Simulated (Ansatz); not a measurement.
# A ladder of methods for CH5B− (SMILES [BH2-]C)

The species is CH5B− (7 atoms), meant as a doublet with charge -1. SMILES: `[BH2-]C`. Geometry: relaxed at GFN2-xTB.

```xyz
7

B    -0.3676   -0.8767    0.2964
C     0.1299    0.6579   -0.0109
H     0.5664   -1.6521    0.5729
H    -1.1113   -1.3401   -0.5876
H     0.7138    1.0900    0.8179
H     0.7794    0.7702   -0.9090
H    -0.7106    1.3507   -0.1797
```

Each level gives the energy change with the C2–H6 bond stretched from 1.114 to 2.785 Å (eV). The values are calculated.

```
           level                   kind  program  value (eV)  less FCI/STO-3G
 U-revPBE/STO-3G                    GGA   Ansatz        3.47            -0.02
     UPBE/STO-3G                    GGA   Ansatz        3.57            +0.08
    UPBE0/STO-3G          global hybrid   Ansatz        4.11            +0.62
  UB2PLYP/STO-3G          double hybrid   Ansatz        4.07            +0.58
  RPA@PBE/STO-3G                    RPA   Ansatz        3.36            -0.13
 UBCCD(T)/STO-3G  coupled cluster or CI   Ansatz        3.53            +0.04
 UCCSD(T)/STO-3G  coupled cluster or CI   Ansatz        3.55            +0.06
UCCSDT(Q)/STO-3G  coupled cluster or CI   Ansatz        3.49             0.00
      FCI/STO-3G     exact in the basis   Ansatz        3.49             0.00
```

FCI/STO-3G is exact within its basis and frozen core, so for wave-function methods in that basis the difference is their error; functionals converge differently with the basis, so for them it is only a difference. Sets without diffuse functions describe the anion poorly. The first shape isn't each level's own minimum. The values span 3.36 to 4.11 eV. Spin contamination of the reference (⟨S²⟩ at least 0.1 too high) touches UB2PLYP/STO-3G, UBCCD(T)/STO-3G, UCCSD(T)/STO-3G, UCCSDT(Q)/STO-3G. All rows use very small basis sets, so even the best lies far from the true value.
